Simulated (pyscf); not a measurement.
Single points on ωB97X-D3(BJ)/def2-SVP structures (PySCF, gas phase).

Q: For H₂N–Nb(SH)(Cl)(Cl)–Cl → HN=Nb(Cl)(Cl)–Cl + H₂S, an elimination (singlet surface; H–N, Nb–S broken, H–S formed), PBE/def2-TZVP gives ΔE‡ = 24.7 kcal/mol and ΔE = +12.4 kcal/mol (zero: the reactant's lowest minimum found). In which direction and how far do PBE0-D3(BJ)/def2-TZVP, M06-2X/def2-TZVP, ωB97M-D3(BJ)/def2-TZVP move these?

A: PBE0-D3(BJ): ΔE‡ = 26.6 kcal/mol, ΔE = +15.0 kcal/mol; M06-2X: ΔE‡ = 28.2 kcal/mol, ΔE = +10.7 kcal/mol; ωB97M-D3(BJ): ΔE‡ = 27.6 kcal/mol, ΔE = +9.3 kcal/mol. PBE's barrier lies under all of them, by 1.8 to 3.5 kcal/mol. Its reaction energy lies among theirs. On the product side the descent ends in an adduct with a Nb–S contact, 12.5 kcal/mol under the separated species and 24.9 kcal/mol under the saddle at ωB97X-D3(BJ)/def2-TZVP. What is counted as broken (Nb–S) persists as a longer contact in the product adduct; parting that adduct is a step of its own. At the saddle there is also a short H–Nb contact that neither side keeps. This is the saddle that the search found; another between the same sides may lie lower. Elements past Kr carry the def2 core potentials, without spin-orbit coupling.
